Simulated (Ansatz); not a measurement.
2H MoTe₂, treated with PBE-D4 (Ansatz, a quantum-chemistry and plane-wave program, plane waves, PAW).

Settings: plane-wave cutoff 520 eV, 12×12×4 k mesh (along the axes of the cell as run), no spin polarisation, scalar-relativistic PAW data made under PBE.

Computed at the level's own relaxed cell.

```
MoTe2
1.0
    3.50127     0.00000     0.00000
   -1.75064     3.03219     0.00000
    0.00000     0.00000    13.73006
Te Mo
4 2
Cartesian
  1.75064   1.01073   5.24798
  0.00000   2.02146  12.11301
  0.00000   2.02146   8.48208
  1.75064   1.01073   1.61705
  1.75064   1.01073  10.29754
  0.00000   2.02146   3.43251
```

Task: Give the elastic tensor (Voigt notation, GPa, ions relaxed, in the Cartesian axes of the cell as printed).

Result: 
```
  133.3    30.8    15.5     0.0     0.0     0.0
   30.8   133.3    15.5     0.0     0.0     0.0
   15.5    15.5    65.2     0.0     0.0     0.0
    0.0     0.0     0.0    29.0     0.0     0.0
    0.0     0.0     0.0     0.0    29.0     0.0
    0.0     0.0     0.0     0.0     0.0    51.3
```

Note: the dispersion coefficients are held fixed in the derivatives.
